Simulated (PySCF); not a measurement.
ammonia cation (H3N), SMILES N (connectivity only; charge and spin as stated), charge +1, multiplicity 2. The structure is a stationary point at r2SCAN-D4/def2-TZVPD. The multiplicity is an assumed one; other spin states were not compared.

These are r2SCAN-D4/def2-TZVPD (PySCF 2.14.0) values and carry that method's errors.

Harmonic wavenumbers (cm⁻¹): 891, 1527, 1527, 3350, 3527, 3527. Rotational constants (GHz): 318.6, 318.6, 159.3; symmetry number 6.

### Question
Work out the zero-point energy and the ideal-gas rigid-rotor harmonic-oscillator thermochemistry at 298.15 K and 1 atm.

### Answer
ZPE = ½ Σ hcν = ½ × 14349 cm⁻¹ = 85.83 kJ/mol. H − E(el) = 95.91 kJ/mol. Entropy in J/(mol K): translation 144.10, rotation 42.26, vibration 0.69, spin 5.76, total 192.82. G − E(el) = 38.42 kJ/mol. Cp = 35.97 J/(mol K).
